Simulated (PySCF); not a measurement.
Geometry:
| atom | x (Å) | y (Å) | z (Å) |
| --- | --- | --- | --- |
| Mg1 | -0.015 | 0.001 | -1.293 |
| C2 | 0.005 | 0.000 | 0.783 |
| H3 | -0.430 | 0.926 | 1.195 |
| H4 | 1.031 | -0.083 | 1.178 |
| H5 | -0.573 | -0.845 | 1.195 |
| F6 | -0.018 | 0.002 | -3.058 |

Geometry: PBE0-D3(BJ)/def2-SVP; GIAO absolute shieldings from PySCF, gas phase, non-relativistic, averaged over equivalent atoms.

At wB97X-D/pcSseg-1 (65 basis functions, 1.6 s wall time on 1 thread of an x86-64 server CPU, shared host):
| atoms | σ (ppm) |
| --- | --- |
| Mg1 | 499.2 |
| C2 | 214.2 |
| H3/H4/H5 | 32.23 |
| F6 | 404.6 |

Predict the values at PBE0/pcSseg-1 on the same geometry.

Results:


| atoms | σ at PBE0/pcSseg-1 | change |
| --- | --- | --- |
| Mg1 | 492.9 | -6.3 |
| C2 | 212.6 | -1.6 |
| H3/H4/H5 | 32.03 | -0.20 |
| F6 | 394.6 | -10.0 |

The largest change is at F6 (fluorine bonded to Mg). Cost: 65 basis functions, 2.2 s wall time on 1 thread of an x86-64 server CPU, shared host.
